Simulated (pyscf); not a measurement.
## Four-centre exchange: F–SiH₂–F + ammonia (NH₃) → hydrogen fluoride (HF) + H₂N–SiH₂–F

Gas phase, singlet surface, charge 0. Bonds broken: F1–Si2, N6–H7. Bonds formed: F1–H7, Si2–N6. Optimised with ωB97X-D3(BJ)/def2-SVP in PySCF. Correlated levels are frozen-core, on RHF or UHF. ΔMP2 is the change of the MP2 total energy from the triple- to the quadruple-zeta basis.

Transition state (Å):

```xyz
9

F      0.2351     0.5343     1.2637
Si    -1.2996    -0.3182     0.1502
F     -2.3677    -0.8727    -0.9804
H     -2.1575     0.6066     0.9164
H     -0.7482    -1.5887     0.6598
N     -0.1224     0.5704    -0.9682
H      0.4262     0.7914     0.1425
H      0.3636    -0.0263    -1.6383
H     -0.5265     1.3591    -1.4741
```

One imaginary mode, 751i cm⁻¹; descent along it reached the two sides named, in the forms told below.

```
bond    change  reactant side (Å)  saddle  product side
------  ------  -----------------  ------  ------------
F1–Si2  breaks              1.691   2.079           3.0
N6–H7   breaks              1.022   1.258         1.765
F1–H7    forms              2.271   1.166         0.947
Si2–N6   forms              2.015   1.851         1.750
```

Electronic energies relative to the separated reactants (kcal/mol):

```tsv
level	barrier	reaction energy	reverse barrier
ωB97X-D3(BJ)/def2-TZVP	21.5	+18.5	3.0
PBE/def2-TZVP	18.2	+19.2	-1.0
r²SCAN/def2-TZVP	20.5	+20.3	0.2
B3LYP-D3(BJ)/def2-TZVP	22.8	+19.7	3.1
PBE0-D3(BJ)/def2-TZVP	19.3	+18.0	1.2
M06-2X/def2-TZVP	22.6	+19.0	3.6
ωB97M-D3(BJ)/def2-TZVP	22.2	+19.2	3.0
HF/def2-TZVP	40.2	+21.6	18.6
MP2/def2-QZVPP	24.1	+18.3	5.8
CCSD/def2-TZVPP	27.5	+19.1	8.4
CCSD(T)/def2-TZVPP	25.1	+18.8	6.3
CCSD(T)/def2-TZVPP + ΔMP2(QZVPP)	25.4	+18.7	6.7
```

With CCSD(T)/def2-TZVPP + ΔMP2(QZVPP) energies and thermal terms (ideal gas, 1 atm, RRHO with modes under 100 cm⁻¹ raised to 100, one conformer, R ln 2 for chiral ones without a mode under 150 cm⁻¹), in kcal/mol:

| T (K) | ΔH‡ | ΔG‡ | ΔH | ΔG |
|---|---|---|---|---|
| 298 | 24.1 | 34.8 | +17.8 | +17.8 |
| 600 | 24.3 | 45.7 | +18.7 | +17.5 |
| 900 | 25.0 | 56.2 | +19.3 | +16.8 |
| 1200 | 25.8 | 66.5 | +19.8 | +15.8 |

On the reactant side the descent ends in an adduct with a N–Si contact, 1.3 kcal/mol over the separated species and 20.3 kcal/mol under the saddle at ωB97X-D3(BJ)/def2-TZVP. On the product side the descent ends in a bound adduct, 8.6 kcal/mol under the separated species and 11.6 kcal/mol under the saddle at ωB97X-D3(BJ)/def2-TZVP. At PBE the saddle lies under the separated products, which points to a path from their complex (located at ωB97X-D3(BJ) alone), and parting the products costs more than the saddle. What is counted as formed (N–Si) is already present as a longer contact in the reactant adduct; forming that adduct is a step of its own. One saddle was located; it need not be the lowest between these sides. The CCSD(T) − MP2 part came from Ansatz, without density fitting, on the same reference.
